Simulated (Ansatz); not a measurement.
# AlH5O: the cost of one run

Program: Ansatz 0.2.0. Level of theory: RKS r2SCAN-D4/def2-SVP. These are calculated values, not measurements.

### Step 1. The starting structure

Bond lengths: Al1–O2 2.130 Å, O2–H3 1.010 Å, Al1–H4 1.560 Å, Al1–H5 1.560 Å. Angles: Al1–O2–H3 109.5°, O2–Al1–H4 120.0°, O2–Al1–H5 120.0°, H4–Al1–H5 120.0°.

As a file:

```xyz
7

Al    0.0000    0.0000    0.0000
O     0.0000    0.0000    2.1300
H    -0.9095   -0.2814    2.4671
H     1.3510    0.0000   -0.7800
H    -1.3510    0.0000   -0.7800
H     0.0834    1.7631    0.5865
H     0.0646    1.3656    1.5323
```

### Step 2. A restrained relaxation towards end A

Springs on the bonds that form and break draw the guess towards this end; the thresholds are loose.

File input.yaml:

```yaml
crystal:
  periodic: [false, false, false]
  atoms:
    - { symbol: Al, position_ang: [0.0, 0.0, 0.0] }
    - { symbol: O, position_ang: [0.0, 0.0, 2.13] }
    - { symbol: H, position_ang: [-0.9095, -0.2814, 2.4671] }
    - { symbol: H, position_ang: [1.351, 0.0, -0.78] }
    - { symbol: H, position_ang: [-1.351, 0.0, -0.78] }
    - { symbol: H, position_ang: [0.0834, 1.7631, 0.5865] }
    - { symbol: H, position_ang: [0.0646, 1.3656, 1.5323] }
basis:
  gaussian: { orbitals: def2-SVP }
hamiltonian:
  xc: r2scan
  dispersion: d4
relax:
  f_tol: 0.15
  max_steps: 25
  restrain:
    - { distance: [0, 5], at: 2.76, k: 30.0 }
    - { distance: [6, 1], at: 2.21, k: 30.0 }
    - { distance: [0, 1], at: 1.78, k: 30.0 }
    - { distance: [6, 5], at: 0.66, k: 30.0 }
output:
  orbitals: {}
```

Started as:

```console
ansatz run input.yaml --threads 1 --pin off --max-ram 2048MiB --backend cpu --events-out ev --progress --plain --runs-dir out
```

**Question.** How long does this run take on 1 thread of Arm Neoverse V1, shared host, and how much memory does it need?

About 22 s, with a peak of 0.12 GiB.
